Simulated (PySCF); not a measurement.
# Static response to an electric field

C₃H₄O₂.
Cartesian coordinates in Å at the GFN2-xTB level; atoms count from 1:
```
atom  x, y, z in Å
C1    -1.474   -0.442   -0.402
C2    -0.371   -0.405    0.331
C3     0.785    0.422   -0.065
O4     0.852    1.119   -1.045
O5     1.795    0.313    0.813
H6    -2.327   -1.039   -0.130
H7    -1.541    0.139   -1.308
H8    -0.249   -0.965    1.246
H9     2.543    0.863    0.534
```

Level: B3LYP/def2-SVPD (PySCF), static field, nuclei fixed, core orbitals frozen in the response. The polarisability tensor in these axes (au):

```
x   57.13  8.28  7.22
y    8.28 37.10 -4.75
z    7.22 -4.75 42.03
```

Diagonalise the tensor; give its mean and Δα, where Δα² is half the sum of the squared differences of the eigenvalues.

Principal values 29.87, 44.77 and 61.62 au; mean 45.42 au = 6.73 Å³ = 7.49 × 10⁻⁴⁰ C²·m²/J; Δα = 27.51 au (61 % of the mean).

What is the dipole moment, and where does it point?

(-0.43, -1.04, 1.23) D, 1.67 D in size, pointing from the negative to the positive side. Measured along this direction, the outermost atoms are O4 at the negative end and H8 at the positive end.

Refractivity n − 1 of an ideal gas of it at 298.15 K and 1 atm, from the electronic α?

N = p/kT = 2.4615 × 10¹⁹ cm⁻³, so n − 1 = 2π × N × 6.73 × 10⁻²⁴ cm³ = 1041 × 10⁻⁶ at long wavelengths.

What are the principal values of the traceless quadrupole moment, Θ = ½Σq(3rr − r²1), about the centre of nuclear charge?

-7.44, -3.02, 10.45 D·Å. The values depend on the origin, since the dipole doesn't vanish. The electronic extent ⟨r²⟩ about the same centre is 396 bohr², a root-mean-square distance of 1.71 Å for the 38 electrons.

In TDDFT the mean static polarisability is Σ f/ω² over all singlet excitations (ω in hartree). How much of it do the 8 lowest give? Their energies (eV) and oscillator strengths: 4.72, 0.0000; 6.27, 0.2256; 6.87, 0.1206; 7.35, 0.0006; 7.35, 0.0993; 7.66, 0.0072; 8.06, 0.0133; 8.08, 0.0185.

They add up to 7.96 au, 17.5 % of the 45.42 au; the largest single term is 4.25 au, from the state at 6.27 eV. Terms in order: 0.00, 4.25, 1.89, 0.01, 1.36, 0.09, 0.15, 0.21 au. Higher excitations give the rest. The strengths listed sum to 0.485.

One conformer (not necessarily the lowest) at the GFN2-xTB geometry, without solvent, vibrations or thermal averaging.
